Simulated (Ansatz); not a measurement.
System: SiH₂, charge -1, doublet. SiH2- (parent SMILES [SiH2], doublet).
B3LYP-D3(BJ)/def2-TZVP minimum from Ansatz (an electronic-structure program):
```xyz
3

Si     0.1348    -0.0018     0.0000
H     -0.9588    -1.1035     0.0104
H     -0.9286     1.1291    -0.0104
```
Charge -1, spin multiplicity 2.

Total energies in aug-cc-pV(Q+d)Z, 7 correlated electrons, 5 frozen orbitals. Radicals and triplets start from unrestricted determinants; spin-orbit coupling is neglected. Correlated methods leave the cores frozen. No relativity. The spin of H2Si- (parent SMILES [SiH2], doublet) was assumed, and the state is the lowest solution found for it.

```csv
method,program,energy (Eh),minus CCSDT(Q) (mEh)
HF,Ansatz,-290.05615,165.49
MP2,Ansatz,-290.19040,31.24
CCSD,Ansatz,-290.21381,7.83
CCSD(T),Ansatz,-290.22032,1.31
CCSDT(Q),Ansatz,-290.22164,0.00
```

Rough core times of Ansatz's runs on a shared machine: CCSD(T) 60 s, CCSDT(Q) 2 h.
